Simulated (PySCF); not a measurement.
Species: `CCCCF` (1-fluorobutane). The columns A, B, C and D hold Mulliken, IAO, Hirshfeld and ESP-fitted charges (e) of one PBE0/pcSseg-1 density (PySCF), in a shuffled order. Coordinates in Å (GFN2-xTB, dihedral held); the density's dipole moment is (0.72, 1.18, 1.11) D.

```
atom       x       y       z       A       B       C       D
  C1  -2.018  -0.039   0.013  -0.207  -0.422  -0.302  -0.122
  C2  -0.575  -0.191   0.485  +0.212  -0.257  -0.274  -0.064
  C3   0.513   0.166  -0.554  -0.132  -0.281  -0.276  -0.073
  C4   0.022   0.625  -1.920  +0.251  +0.045  +0.144  +0.026
  F5  -0.520  -0.418  -2.635  -0.281  -0.334  -0.347  -0.119
  H6  -2.199  -0.624  -0.883  +0.059  +0.149  +0.132  +0.033
  H7  -2.265   1.002  -0.186  +0.050  +0.130  +0.107  +0.035
  H8  -2.689  -0.395   0.792  +0.037  +0.142  +0.118  +0.041
  H9  -0.436   0.432   1.371  -0.043  +0.133  +0.116  +0.036
 H10  -0.433  -1.227   0.796  -0.030  +0.137  +0.122  +0.038
 H11   1.141   0.969  -0.165  +0.019  +0.141  +0.118  +0.044
 H12   1.157  -0.700  -0.717  +0.042  +0.146  +0.130  +0.041
 H13   0.862   0.997  -2.517  +0.016  +0.138  +0.109  +0.043
 H14  -0.750   1.396  -1.852  +0.007  +0.133  +0.102  +0.041
```

Q: Which column most likely holds the ESP-fitted charges?

A: A. Σ q r misses the density's dipole by 0.02 D (A), 0.69 D (D), 0.82 D (C), 1.11 D (B). Charges fitted to the outside potential are the only set here that is tied to the molecule's multipoles.

Q: And the Hirshfeld charges?

A: D. The mean sizes are 0.054 e (D), 0.099 e (A), 0.171 e (C), 0.185 e (B), and Hirshfeld charges are commonly the smallest of these schemes.

As computed, A = ESP-fitted, B = IAO, C = Mulliken, D = Hirshfeld. Hydrogens on carbon: ESP-fitted -0.04 to +0.06, IAO +0.13 to +0.15, Mulliken +0.10 to +0.13, Hirshfeld +0.03 to +0.04 e.

The Mulliken scheme gives each basis function's population to the atom it is centred on and halves the overlap population of two atoms between them. The Hirshfeld scheme weights the molecular density at each point by an atom's share of the summed free-atom densities.

The geometry is a constrained GFN2-xTB structure with the dihedral C1–C2–C3–C4 held at 0°, isolated molecule; it need not be a minimum.
